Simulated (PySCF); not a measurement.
# Silicon: highly charged ions in a basis for the neutral atom

Si⁸⁺ [He] 2s2 2p2, Si⁹⁺ [He] 2s2 2p1. Computed with PySCF 2.14 in cc-pVDZ-DK (4s3p1d, 18 functions), with the spin-free X2C one-electron Hamiltonian (Gaussian nucleus). No spin-orbit coupling, so a gap to NIST mixes the basis error with missing relativistic terms.

Changed run: basis of the neutral atom used for a highly charged ion. This setting is unsound on purpose.

```json
{"species": "Si⁸⁺", "method": "UHF", "sound run (hartree)": "not run", "changed run (hartree)": "-251.32362", "converged": "yes"}
{"species": "Si⁸⁺", "method": "M06-L", "sound run (hartree)": "not run", "changed run (hartree)": "-251.53546", "converged": "yes"}
{"species": "Si⁸⁺", "method": "PBE0", "sound run (hartree)": "not run", "changed run (hartree)": "-251.41230", "converged": "yes"}
{"species": "Si⁹⁺", "method": "UHF", "sound run (hartree)": "not run", "changed run (hartree)": "-238.36247", "converged": "yes"}
{"species": "Si⁹⁺", "method": "M06-L", "sound run (hartree)": "not run", "changed run (hartree)": "-238.53512", "converged": "yes"}
{"species": "Si⁹⁺", "method": "PBE0", "sound run (hartree)": "not run", "changed run (hartree)": "-238.42567", "converged": "yes"}
```

Ionisation energy of Si⁸⁺:

```csv
method,changed run (eV),NIST (eV)
UHF,352.69,351.28 ± 0.06
M06-L,353.76,351.28 ± 0.06
PBE0,353.38,351.28 ± 0.06
```

The contracted functions were made for the neutral atom and can be too rigid for a highly charged ion.
